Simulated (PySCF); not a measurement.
disilane (H6Si2), SMILES [SiH3][SiH3].

The structure is a stationary point at TPSSh-D3(BJ)/def2-TZVP.

These are TDDFT-PBE/def2-SVPD in PySCF values and carry that method's errors.

Vertical excitations; the highest root listed may be one member of a degenerate set. Gas-phase values at a fixed geometry. State labels are in the subgroup C2h.

```json
[
 {"state": "S1", "symmetry": "Ag", "energy (eV)": "7.10", "λ (nm)": "175", "f": "0.000", "main pairs": "HOMO→LUMO+3 99 %"},
 {"state": "S2", "symmetry": "Bu", "energy (eV)": "7.22", "λ (nm)": "172", "f": "0.018", "main pairs": "HOMO→LUMO+1 (degenerate set)"},
 {"state": "S3", "symmetry": "Au", "energy (eV)": "7.22", "λ (nm)": "172", "f": "0.018", "main pairs": "HOMO→LUMO (degenerate set)"},
 {"state": "S4", "symmetry": "Bu", "energy (eV)": "7.35", "λ (nm)": "169", "f": "0.327", "main pairs": "HOMO→LUMO+2 85 %"},
 {"state": "S5", "symmetry": "Ag", "energy (eV)": "7.76", "λ (nm)": "160", "f": "0.000", "main pairs": "HOMO→LUMO+4 (degenerate set)"},
 {"state": "S6", "symmetry": "Bg", "energy (eV)": "7.76", "λ (nm)": "160", "f": "0.000", "main pairs": "HOMO→LUMO+5 (degenerate set)"},
 {"state": "S7", "symmetry": "Au", "energy (eV)": "7.79", "λ (nm)": "159", "f": "0.000", "main pairs": "HOMO−2→LUMO 50 %, HOMO−1→LUMO+1 50 %"},
 {"state": "S8", "symmetry": "Au", "energy (eV)": "7.98", "λ (nm)": "155", "f": "0.009", "main pairs": "HOMO−1→LUMO+2 (degenerate set)"},
 {"state": "S9", "symmetry": "Bu", "energy (eV)": "7.98", "λ (nm)": "155", "f": "0.009", "main pairs": "HOMO−2→LUMO+2 (degenerate set)"},
 {"state": "S10", "symmetry": "Bg", "energy (eV)": "8.02", "λ (nm)": "155", "f": "0.000", "main pairs": "HOMO−1→LUMO+3 98 %"},
 {"state": "T1", "symmetry": "Bu", "energy (eV)": "6.31", "λ (nm)": "197", "f": "0", "main pairs": "HOMO→LUMO+1 (degenerate set)"},
 {"state": "T2", "symmetry": "Au", "energy (eV)": "6.31", "λ (nm)": "197", "f": "0", "main pairs": "HOMO→LUMO (degenerate set)"},
 {"state": "T3", "symmetry": "Bu", "energy (eV)": "6.54", "λ (nm)": "190", "f": "0", "main pairs": "HOMO→LUMO+2 98 %"},
 {"state": "T4", "symmetry": "Ag", "energy (eV)": "6.77", "λ (nm)": "183", "f": "0", "main pairs": "HOMO→LUMO+3 98 %"}
]
```
Triplets are in the Tamm–Dancoff approximation, which puts them higher than full response would, so one can lie above its singlet here.
